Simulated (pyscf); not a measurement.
`[OH][BH][OH]` + `[BH3]` -> `[BH2][O][BH][OH]` + `[H][H]` (four-centre exchange; singlet surface; H–O, B–H broken, B–O, H–H formed). Optimised with ωB97X-D3(BJ)/def2-SVP in PySCF. Energies in eV from the separated reactants.

| level | barrier | reaction energy |
|---|---|---|
| ωB97X-D3(BJ)/def2-TZVP | 0.52 | -1.13 |
| PBE/def2-TZVP | ___ | ___ |
| r²SCAN/def2-TZVP | 0.30 | -1.19 |
| PBE0-D3(BJ)/def2-TZVP | 0.31 | -1.13 |
| M06-2X/def2-TZVP | 0.47 | -1.24 |
| HF/def2-TZVP | ___ | -1.01 |

Question: Some entries are withheld; supply them.

Answer: 
- PBE/def2-TZVP, barrier: 0.20
- PBE/def2-TZVP, reaction energy: -1.15
- HF/def2-TZVP, barrier: 1.45

The functionals in the table span 0.33 eV in this barrier, from PBE to ωB97X-D3(BJ)/def2-TZVP. On the reactant side the descent ends in an adduct with a B–O contact, 0.68 eV under the separated species and 1.20 eV under the saddle at ωB97X-D3(BJ)/def2-TZVP. What is counted as formed (B–O) is already present as a longer contact in the reactant adduct; forming that adduct is a step of its own. One saddle was located; it need not be the lowest between these sides.
